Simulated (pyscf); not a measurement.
H₂N–SiH₂–Cl + HF → H₂N–SiH(F)–Cl + H₂, a four-centre exchange (singlet surface; H–Si, F–H broken, F–Si, H–H formed). Single points on ωB97X-D3(BJ)/def2-SVP structures (PySCF, gas phase). Energies in kcal/mol from the separated reactants.

Small-basis levels: PySCF, no dispersion term, spherical d functions. 

Problem. Quick HF/STO-3G single points give ΔE‡ = 77.1 kcal/mol and ΔE = -15.5 kcal/mol. What does ωB97M-D3(BJ)/def2-TZVP give, and how far is the quick result from it?

Solution. ωB97M-D3(BJ)/def2-TZVP gives ΔE‡ = 22.1 kcal/mol and ΔE = -32.0 kcal/mol. HF/STO-3G lies 55.0 kcal/mol over it in the barrier and 16.5 kcal/mol over it in the reaction energy, so on this step it does not hold to within 3.0 kcal/mol. ωB97M-D3(BJ)/def2-TZVP has limits of its own. This is the saddle that the search found; another between the same sides may lie lower.
